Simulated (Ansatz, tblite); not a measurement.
# AsH3: charged states by level of theory

One table from this session's results is given with a row withheld; the runs are named, their logs left out.

Computed with Ansatz 0.2.0, Gaussian basis. Level: as each input shows.

Plan: charge +1 doublet, at the geometry of the singlet (PBE0-D4/def2-TZVP, PBE-D4/def2-TZVP, r2SCAN-D4/def2-TZVP, B3LYP-D4/def2-TZVP, HSE06-D4/def2-TZVP, PBE-QIDH/def2-TZVP, BHLYP-D4/def2-TZVP, HF/def2-TZVP, CCSD(T)/def2-TZVPP); the starting singlet's energies come from earlier runs.

## The geometry

The singlet was relaxed beforehand with PBE-D4/def2-TZVP.

4 atoms, charge 0, spin multiplicity 1.

Atoms are counted from 1 here; the program's logs count them from 0.

Bond lengths: As1–H2 1.536 Å, As1–H3 1.536 Å, As1–H4 1.536 Å. Angles: H2–As1–H3 91.1°, H2–As1–H4 91.1°, H3–As1–H4 91.1°.

Geometry (Å):

```xyz
4
AsH3
As   -0.0054    0.0053    0.6520
H     1.2673   -0.0303   -0.2067
H    -0.6062    1.1085   -0.2314
H    -0.6557   -1.0836   -0.2139
```

The first run:

File in.yaml:

```yaml
crystal:
  periodic: [false, false, false]
  atoms:
    - {symbol: As, position_ang: [-0.005381, 0.005339, 0.651963]}
    - {symbol: H, position_ang: [1.267301, -0.030291, -0.206682]}
    - {symbol: H, position_ang: [-0.606184, 1.108496, -0.231422]}
    - {symbol: H, position_ang: [-0.655736, -1.083554, -0.213859]}
basis:
  gaussian: {orbitals: def2-TZVP}
total_charge: 1
magnetization: {spin_polarized: true, initial_magnetization: 1}
hamiltonian: {xc: pbe0, dispersion: d4}
output: {orbitals: {seedname: orbitals}}
```

The run is started by

```sh
$ ansatz run in.yaml --threads 2 --pin off --events-out ev --progress --plain --max-ram 4352MiB
```

Steps of the session up to this table: Charge +1 doublet at the fixed geometry, PBE0-D4/def2-TZVP; Charge +1 doublet at the fixed geometry, PBE-D4/def2-TZVP; Charge +1 doublet at the fixed geometry, r2SCAN-D4/def2-TZVP; Charge +1 doublet at the fixed geometry, B3LYP-D4/def2-TZVP; Charge +1 doublet at the fixed geometry, HSE06-D4/def2-TZVP; Charge +1 doublet at the fixed geometry, PBE-QIDH/def2-TZVP; Charge +1 doublet at the fixed geometry, BHLYP-D4/def2-TZVP; Charge +1 doublet at the fixed geometry, HF/def2-TZVP; Charge +1 doublet at the fixed geometry, CCSD(T)/def2-TZVPP.

One table of the session follows, with a row left open; its other results are not shown here.

It belongs to the step «Vertical ionisation energy». Beside −ε(HOMO) of the starting state:

| level | −ε(HOMO) (eV) | by difference (eV) | mismatch (eV) |
| --- | --- | --- | --- |
| PBE-D4/def2-TZVP | ? | ? | ? |
| r2SCAN-D4/def2-TZVP | 7.05 | 10.50 | -3.45 |
| B3LYP-D4/def2-TZVP | 7.70 | 10.62 | -2.92 |
| PBE0-D4/def2-TZVP | 7.88 | 10.47 | -2.59 |
| HSE06-D4/def2-TZVP | 7.49 | 10.46 | -2.98 |
| BHLYP-D4/def2-TZVP | 8.90 | 10.46 | -1.56 |

Q: Estimate the row for PBE-D4/def2-TZVP from the others.

The run gave: −ε(HOMO) (eV): 6.76; by difference (eV): 10.47; mismatch (eV): -3.71. In the column «−ε(HOMO) (eV)» it is the lowest.
